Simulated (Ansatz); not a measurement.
We consider fcc Ni, described by RPBE (Ansatz, a first-principles code, plane waves, PAW).

The run printed, among other lines:

```
Crystal: 1 atoms, lattice volume = 11.215 Å³
Basis set: ecut = 520 eV, 307 PW (Γ), exchange–correlation on 40×40×40 points (8 copies of the dense FFT grid, shifted against one another)
Bands: 14, of which v1, the nominal top of the filled ones, is band 9 counted from 1 (8 counted from 0)
Symmetry: 48 space group operations
Space group: Fm-3m (ITA 225), of the structure as read, at distance tolerance 2.2e-5 Å
k-points: 511 of 17576
Initial density: superposition of atomic densities (chi_scale 0.1, normalization cell)
Functional: x = rpbe, c = pbe(β = 0.06672455060314922)
SCF 1 converged in 11 iterations: F = -5844.746932 eV  dr2 = 2.40e-11
SCF converged after 11 iterations
Magnetization: 0.6602 μB (9.3301 up, 8.6699 down)
Free energy (F): -5844.746932 eV
Internal energy: -5844.732653 eV  (E = F + TS)
E sigma→0 (E₀):  -5844.739793 eV
Fermi energy:    17.654080 eV
--- Stress (GPa, compression-positive) ---
       -0.009015      -0.000000       0.000000
       -0.000000      -0.009015       0.000000
       -0.000000      -0.000000      -0.009015
  P = ⅓ Tr σ = -0.0090 GPa (-0.090 kbar)
```

Problem. Write an input file that could have produced this run (the log leaves some choices open).

Solution. This is not unique; one that fits is 
Ansatz 0.2 input:
```yaml
crystal:
  lattice:
    - [0.0, 1.7765941526, 1.7765941526]
    - [1.7765941526, 0.0, 1.7765941526]
    - [1.7765941526, 1.7765941526, 0.0]
  atoms:
    - { symbol: Ni, position: [0.0, 0.0, 0.0], spin: 0.8 }
basis:
  ecutwfc: 520
  ecutrho_ratio: 4
  xc_grid: 2
kpoints:
  mp_grid: { grid: [26, 26, 26] }
hamiltonian:
  xc: rpbe
  dispersion: none
  pseudopotentials: { kind: paw }
scf:
  occupations: { method: fermi_dirac, width: 0.05 }
  convergence: { dr2_threshold: 0.0000000001 }
output:
  forces: false
  stress: true
  eigenvalues: true
magnetization:
  spin_polarized: true
```

The PAW data were made under PBE.
